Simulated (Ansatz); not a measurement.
C$_{2}$H$_{7}$NOS (`CNC(O)S`), charge 0, multiplicity 1.

(1) Give a relaxed structure at PBE0-D4/def2-TZVP (Ansatz 0.2.0). (Estimate.)

## Answers

(1) The calculation gave: 
Cartesian coordinates in Å:
```
C -0.424 1.401 -0.589
N 0.331 0.510 0.272
C -0.079 -0.861 0.201
O -1.177 -1.084 1.024
S 1.294 -1.970 0.723
H -0.339 1.158 -1.658
H -0.081 2.425 -0.438
H -1.480 1.360 -0.317
H 1.328 0.602 0.150
H -0.392 -1.174 -0.803
H -1.019 -0.560 1.819
H 2.039 -1.806 -0.383
```
This is one stationary point; other conformers may exist.
